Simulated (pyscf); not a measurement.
Thermochemistry of product channels of HO–Sn:–OH [singlet] + water (H₂O) on the singlet surface, in kcal/mol, from ωB97M-D3(BJ)/def2-TZVP energies (ideal gas, 1 atm, RRHO with modes under 100 cm⁻¹ raised to 100, one conformer, R ln 2 for chiral ones without a mode under 150 cm⁻¹). Single points on ωB97X-D3(BJ)/def2-SVP structures (PySCF, gas phase).

| products | ΔE | ΔH(298 K) | ΔG(298 K) | ΔG(1200 K) |
|---|---|---|---|---|
| O=Sn(OH)–OH + hydrogen (H₂) | +65.1 | +60.6 | +62.4 | +65.5 |
| HO–SnH(OH)–OH | +4.1 | +3.0 | +12.7 | +39.6 |

These are energies of the channels, which say nothing of barriers. Elements past Kr carry the def2 core potentials, without spin-orbit coupling.
